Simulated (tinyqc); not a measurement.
Harmonic frequencies on the RHF/sto-6g surface (energies and gradients from PySCF), for H2O, spin multiplicity 1, step by step. One step of it, computed by the program tinyqc.

Problem. One row of the Hessian: 2Hy. Displace 2Hy by +/-0.002 bohr; H(k, :) = (g(+) - g(-)) / (2 delta).

optimised positions (bohr):
```
,x,y,z
1O,-0.000665,0.004189,-0.105890
2H,0.047938,1.427671,1.096426
3H,0.039655,-1.428081,1.086272
```

gradient at +delta (hartree/bohr):
```
,x,y,z
1O,-0.00001792,-0.00077742,-0.00042463
2H,0.00002244,0.00085852,0.00054019
3H,-0.00000452,-0.00008110,-0.00011556
```

gradient at -delta (hartree/bohr):
```
,x,y,z
1O,0.00001785,0.00079269,0.00042130
2H,-0.00002265,-0.00085767,-0.00054565
3H,0.00000480,0.00006498,0.00012435
```

Give: row of the Hessian.

Solution.

row of the Hessian (hartree/bohr^2): 1Ox -0.008943, 1Oy -0.392529, 1Oz -0.211484, 2Hx 0.011272, 2Hy 0.429049, 2Hz 0.271459, 3Hx -0.002329, 3Hy -0.036520, 3Hz -0.059976
